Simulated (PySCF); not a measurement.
formamide cation (CH₃NO), SMILES NC=O (connectivity only; charge and spin as stated), charge +1, multiplicity 2. Atoms are numbered in the order given.

```xyz
6

N      0.1553    -1.0687     0.0000
C     -0.3785     0.1100     0.0000
O      0.2415     1.2095     0.0000
H      1.1626    -1.2018     0.0000
H     -0.4360    -1.8921     0.0000
H     -1.4745     0.2389     0.0000
```
Charge +1, spin multiplicity 2.

Coordinates come from a B3LYP-D3(BJ)/def2-TZVP optimisation. The multiplicity is an assumed one; other spin states were not compared. One conformer was computed; it need not be the lowest.

Level of theory: PBE0/pcH-1 (PySCF).

Unrestricted Kohn–Sham, ⟨S²⟩ = 0.755. Hyperfine tensors hold the contact and dipolar terms, without spin-orbit corrections.

Estimate the hyperfine couplings. (The exact figures need the calculation; the answer reports its results.)


| nucleus | A(iso) (MHz) | A(iso) (G) | dipolar principal values (MHz) |
|---|---|---|---|
| 14N no. 1 | 23.7 | 8.5 | -4.3, -1.4, 5.7 |
| 13C no. 2 | -49.0 | -17.5 | -10.8, -0.8, 11.6 |
| 17O no. 3 | -48.2 | -17.2 | -280.5, 132.2, 148.2 |
| 1H no. 4 | 1.7 | 0.6 | -6.3, -3.1, 9.4 |
| 1H no. 5 | 2.8 | 1.0 | -4.4, -1.5, 5.9 |
| 1H no. 6 | 213.4 | 76.1 | -10.1, -2.9, 13.0 |

And the g tensor (effective nuclear charges for spin-orbit coupling, GIAO)? (The exact figures need the calculation; the answer reports its results.)

principal values 2.0023, 2.0082, 2.0177; isotropic 2.0094.
